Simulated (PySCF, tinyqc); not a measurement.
CIS and TDHF on RHF in the sto-3g basis, for LiH, spin multiplicity 1, step by step. The lowest restricted solution is unstable here: a spin-polarised one lies 0.0074 hartree lower (PySCF). One step of it, computed by the program tinyqc.

Problem. CIS matrix, singlets. A(ia,jb) = (e_a - e_i) d_ij d_ab + 2 (ia|jb) - (ij|ab).

orbital energies (hartree): MO1 -2.369197, MO2 -0.229483, MO3 0.069491, MO4 0.159551, MO5 0.159551, MO6 0.370444

Two-electron integrals over orbitals (pq|rs), unique and non-zero (hartree):
```
(11|11) 1.659362    (21|11) -0.097839   (21|21) 0.009955    (22|11) 0.307280
(22|21) 0.002376    (22|22) 0.444634    (31|11) -0.142112   (31|21) 0.010667
(31|22) -0.010644   (31|31) 0.022036    (32|11) 0.031322    (32|21) -0.002523
(32|22) -0.062174   (32|31) -0.000302   (32|32) 0.024006    (33|11) 0.389633
(33|21) -0.008596   (33|22) 0.212405    (33|31) 0.000734    (33|32) 0.015717
(33|33) 0.325862    (41|41) 0.009804    (42|41) 0.007271    (42|42) 0.021012
(43|41) 0.010406    (43|42) 0.020644    (43|43) 0.041391    (44|11) 0.396343
(44|21) -0.003542   (44|22) 0.240820    (44|31) -0.005071   (44|32) 0.015605
(44|33) 0.278842    (44|44) 0.312946    (51|51) 0.009804    (52|51) 0.007271
(52|52) 0.021012    (53|51) 0.010406    (53|52) 0.020644    (53|53) 0.041391
(54|54) 0.016869    (55|11) 0.396343    (55|21) -0.003542   (55|22) 0.240820
(55|31) -0.005071   (55|32) 0.015605    (55|33) 0.278842    (55|44) 0.279207
(55|55) 0.312946    (61|11) 0.067953    (61|21) -0.008983   (61|22) -0.007234
(61|31) -0.004427   (61|32) 0.002822    (61|33) 0.011685    (61|44) 0.001619
(61|55) 0.001619    (61|61) 0.010699    (62|11) -0.083119   (62|21) 0.001254
(62|22) 0.106022    (62|31) 0.004416    (62|32) -0.047211   (62|33) -0.018088
(62|44) -0.039539   (62|55) -0.039539   (62|61) 0.001213    (62|62) 0.131533
(63|11) 0.025181    (63|21) -0.002175   (63|22) -0.060090   (63|31) 0.003937
(63|32) 0.019854    (63|33) 0.036948    (63|44) 0.009407    (63|55) 0.009407
(63|61) 0.004567    (63|62) -0.041217   (63|63) 0.033144    (64|41) -0.005696
(64|42) -0.018089   (64|43) -0.011482   (64|64) 0.018940    (65|51) -0.005696
(65|52) -0.018089   (65|53) -0.011482   (65|65) 0.018940    (66|11) 0.349776
(66|21) 0.000587    (66|22) 0.415514    (66|31) -0.010478   (66|32) -0.050115
(66|33) 0.238864    (66|44) 0.256542    (66|55) 0.256542    (66|61) -0.005229
(66|62) 0.091619    (66|63) -0.046957   (66|66) 0.409859
```

Give: CIS matrix A, singlet.

Solution.

CIS matrix A, singlet (hartree):
```
         1>3     1>4     1>5      1>6      2>3     2>4     2>5      2>6
1>3   2.0931  0.0000  0.0000  -0.0340   0.0080  0.0000  0.0000   0.0110
1>4   0.0000  2.1520  0.0000   0.0000   0.0000  0.0181  0.0000   0.0000
1>5   0.0000  0.0000  2.1520   0.0000   0.0000  0.0000  0.0181   0.0000
1>6  -0.0340  0.0000  0.0000   2.4113   0.0078  0.0000  0.0000   0.0018
2>3   0.0080  0.0000  0.0000   0.0078   0.1346  0.0000  0.0000  -0.0343
2>4   0.0000  0.0181  0.0000   0.0000   0.0000  0.1902  0.0000   0.0000
2>5   0.0000  0.0000  0.0181   0.0000   0.0000  0.0000  0.1902   0.0000
2>6   0.0110  0.0000  0.0000   0.0018  -0.0343  0.0000  0.0000   0.4475
```
